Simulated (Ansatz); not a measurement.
# C₂H₂S: small, medium and large basis sets

The task here is to estimate one member of a computed series from the others.

Program: Ansatz 0.2.0, Gaussian basis. Level of theory: one geometry, several basis sets. These are calculated values, not measurements.

The runs, in order: PBE0-D4/def2-SVP; ωB97M-V/def2-SVP; PBE0-D4/def2-QZVPP; ωB97M-V/def2-QZVPP; CCSD(T)/cc-pV(D+d)Z; CCSD(T)/cc-pV(T+d)Z; CCSD(T)/cc-pV(Q+d)Z; the functionals' def2-TZVPP values are taken from earlier runs.

**Structure used throughout**

An earlier PBE0-D4 in a triple-zeta def2 set relaxation fixed the geometry.

5 atoms, charge 0, spin multiplicity 1.

Atoms are counted from 1 here; the program's logs count them from 0.

Bond lengths: C1–C2 1.303 Å, C1–H4 1.084 Å, C1–H5 1.084 Å, C2–S3 1.551 Å. Angles: C2–C1–H4 120.6°, C2–C1–H5 120.6°, H4–C1–H5 118.9°, C1–C2–S3 180.0°.

Set-up of the first run:

in.yaml

```yaml
crystal:
  periodic: [false, false, false]
  atoms:
    - {symbol: C, position_ang: [0.557867, -0.264286, 0.096572]}
    - {symbol: C, position_ang: [-0.610503, 0.267896, -0.127147]}
    - {symbol: S, position_ang: [-2.000969, 0.901445, -0.393152]}
    - {symbol: H, position_ang: [1.411184, 0.002330, -0.515762]}
    - {symbol: H, position_ang: [0.692422, -0.980987, 0.898090]}
basis:
  gaussian: {orbitals: def2-SVP}
hamiltonian: {xc: pbe0, dispersion: d4}
output: {orbitals: {seedname: orbitals}}
```

Command:

```sh
> ansatz run in.yaml --threads 2 --pin off --events-out ev --progress --plain --max-ram 4352MiB
```

Among the steps run: PBE0-D4 in def2-SVP; ωB97M-V in def2-SVP; PBE0-D4 in def2-QZVPP; ωB97M-V in def2-QZVPP.

One table of the session follows, with a row left open; its other results are not shown here.

It belongs to the step «Density functionals: the series». 

```
functional       basis  HOMO (eV)  LUMO (eV)
   PBE0-D4    def2-SVP      -6.52      -2.01
   PBE0-D4  def2-TZVPP      -6.62      -2.15
   PBE0-D4  def2-QZVPP      -6.64      -2.19
   ωB97M-V    def2-SVP          ?          ?
   ωB97M-V  def2-TZVPP      -8.65       0.05
   ωB97M-V  def2-QZVPP      -8.68      -0.02
```

**Question.** Estimate the row for ωB97M-V, def2-SVP.

**Answer.** HOMO (eV): -8.52; LUMO (eV): 0.26. In the column «HOMO (eV)» it lies between ωB97M-V, def2-TZVPP (-8.65) and PBE0-D4, def2-QZVPP (-6.64).
